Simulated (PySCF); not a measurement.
These 5 structures share the formula C8H10O2. Method: PySCF 2.14.0, PBE0-D3(BJ)/def2-SVP geometry optimisation, gas phase. Energies are electronic, without zero-point or thermal terms, for one conformer each. No frequencies were run at this level. Point groups hold within 0.08 Å.

Problem. Order them by energy at this level, lowest first, and give relative energies in kJ/mol.
A. `[CH3:1][O:2][c:3]1[cH:4][cH:5][c:6]([O:7][CH3:8])[cH:9][cH:10]1` with C1–O2–C3–C4 180°, C5–C6–O7–C8 0°
B. `[CH2:1]=[CH:2][C:3](=[CH2:4])/[CH:5]=[CH:6]\[O:7][C:8]([CH3:9])=[O:10]` with C1–C2–C3–C4 -168°, C2–C3–C5–C6 52°, C5–C6–O7–C8 -178°, C6–O7–C8–C9 179°
C. `[CH3:1][C:2](=[O:3])[O:4][C@@H:5]1[C@H:6]2[CH2:7][C@@H:8]3[C@H:9]2[C@H:10]13` with C1–C2–O4–C5 180°, C2–O4–C5–C6 -80°
D. `[CH3:1][O:2][c:3]1[cH:4][cH:5][cH:6][cH:7][c:8]1[CH2:9][OH:10]` with C1–O2–C3–C4 2°, C7–C8–C9–O10 124°, C8–C9–O10–H 58° (2-methoxybenzyl alcohol)
E. `[CH3:1][O:2][CH2:3][c:4]1[cH:5][cH:6][c:7]([OH:8])[cH:9][cH:10]1` with C1–O2–C3–C4 69°, O2–C3–C4–C5 42°, C6–C7–O8–H 0°

Solution. E (0.0), D (0.4), A (28.7), B (114.4), C (147.1).

As drawn, the lowest has an aromatic ring and an O–H bond, which the highest lacks; the highest has a three-membered ring, a four-membered ring and a C=O bond, which the lowest lacks. Neighbours under 10 kJ/mol apart (COCc1ccc(O)cc1 and COc1ccccc1CO) can change places with a better method, another conformer or zero-point energy.

| SMILES | E (Eh) | E rel (kJ/mol) | dipole (D) | point group | A, B, C (MHz) |
| --- | --- | --- | --- | --- | --- |
| COCc1ccc(O)cc1 | -460.45562 | 0.0 | 1.10 | C1 | 3439, 720.1, 665.3 |
| COc1ccccc1CO | -460.45548 | 0.4 | 3.06 | C1 | 1744, 1337, 788.4 |
| COc1ccc(OC)cc1 | -460.44469 | 28.7 | 0.00 | C2h | 4541, 695.1, 607.5 |
| C=CC(=C)/C=C\OC(C)=O | -460.41206 | 114.4 | 1.68 | C1 | 2422, 768.7, 666.3 |
| CC(=O)O[C@@H]1[C@H]2C[C@@H]3[C@H]2[C@@H]31 | -460.39961 | 147.1 | 2.04 | C1 | 3692, 878.6, 790.7 |
